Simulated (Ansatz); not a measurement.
C2H6B: structure from calculated spectroscopic constants

These gas-phase data were calculated for one isomer of C2H6B at PBE0-D3(BJ)/def2-SVP (harmonic, unscaled wavenumbers; equilibrium rotational constants with average atomic masses):

| Item | Value |
| --- | --- |
| rotational constants | 43.17, 8.554, 7.467 GHz |
| all wavenumbers above 1500 cm⁻¹ | 3165, 3145, 3079, 3017, 2653, 2564 |

Candidates:

(1) `B[CH]C`, a doublet
(2) `[CH2]BC`, a doublet
(3) `C[B]C`, a doublet

Q: Assign the data to one candidate and say why.

A: Candidate (1). The band at 2653 cm⁻¹ lies where the B–H stretch is expected; (3) has no mode between 2350 and 2900 cm⁻¹. 2 modes lie between 2350 and 2900 cm⁻¹, one for each B–H bond, while (2) has 1.

The same quantities for all candidates:

```tsv
	rotational constants (GHz)	wavenumbers above 1500 cm⁻¹	E above the lowest, PBE0-D3(BJ)/def2-SVP (kcal/mol)
(1)	43.17, 8.554, 7.467	3165, 3145, 3079, 3017, 2653, 2564	6.4
(2)	41.29, 7.975, 6.968	3236, 3152, 3137, 3109, 3035, 2577	0.0
(3)	51.64, 7.254, 6.899	3151, 3151, 3091, 3090, 3012, 3010	5.4
```

Harmonic stretches to hydrogen usually lie a few per cent above observed fundamentals. Each candidate is one conformer. Open shells are spin-unrestricted. Programs: Ansatz 0.2.0.
